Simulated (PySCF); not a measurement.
Magnetisability: `[NH4+]`, [H$_{4}$N]+, charge +1

Molfile (atoms numbered from 1):
```
H4N
     RDKit          3D

  5  4  0  0  0  0  0  0  0  0999 V2000
   -0.0065    0.0013   -0.0011 N   0  0  0  0  0  0  0  0  0  0  0  0
    0.8987   -0.4892    0.0139 H   0  0  0  0  0  0  0  0  0  0  0  0
    0.1088    0.9208   -0.4501 H   0  0  0  0  0  0  0  0  0  0  0  0
   -0.3432    0.1302    0.9634 H   0  0  0  0  0  0  0  0  0  0  0  0
   -0.6904   -0.5563   -0.5317 H   0  0  0  0  0  0  0  0  0  0  0  0
  1  2  1  0
  1  3  1  0
  1  4  1  0
  1  5  1  0
M  CHG  1   1   1
M  END
```

The calculation used GIAO B3LYP/aug-cc-pVTZ magnetisability, rotational g tensor and spin-rotation constants, non-relativistic, gas phase in PySCF 2.14.0. Geometry: PBE0-D3(BJ)/def2-SVP.

For an ion the centre-of-mass motion in the field is neglected.

Q: How diamagnetic is it, and how anisotropic?

A: Isotropic -246 × 10⁻³⁰ J/T², or -14.8 × 10⁻⁶ cm³/mol; principal values -246, -246, -246 × 10⁻³⁰ J/T², anisotropy 0 × 10⁻³⁰ J/T² (root of half the summed squared differences of the principal values). The susceptibility is in cgs units.

Q: Split it along the inertial axes a, b, c into diamagnetic and paramagnetic parts about the centre of mass, with the quadrupole moment.

A: 
| axis | χ (10⁻⁶ cm³/mol) | diamagnetic (10⁻⁶ cm³/mol) | paramagnetic (10⁻⁶ cm³/mol) | summed x² of all electrons (Å²) | quadrupole Θ (D Å) |
| --- | --- | --- | --- | --- | --- |
| a | -14.8 | -19.7 | 4.9 | 2.3 | 0.00 |
| b | -14.8 | -19.7 | 4.9 | 2.3 | 0.00 |
| c | -14.8 | -19.7 | 4.9 | 2.3 | 0.00 |

Anisotropies 2χaa − χbb − χcc = 0.0 and 2χbb − χaa − χcc = 0.0 × 10⁻⁶ cm³/mol. Θ is traceless in Buckingham's convention.

Q: And the rotational g tensor?

A: 
| axis | rotational constant (GHz) | g | nuclear part | electronic part |
| --- | --- | --- | --- | --- |
| a | 177.3771 | +0.5939 | 0.9995 | -0.4056 |
| b | 177.3664 | +0.5938 | 0.9994 | -0.4056 |
| c | 177.3623 | +0.5938 | 0.9994 | -0.4056 |

Spherical top; isotopes 1H, 14N; no vibrational averaging.
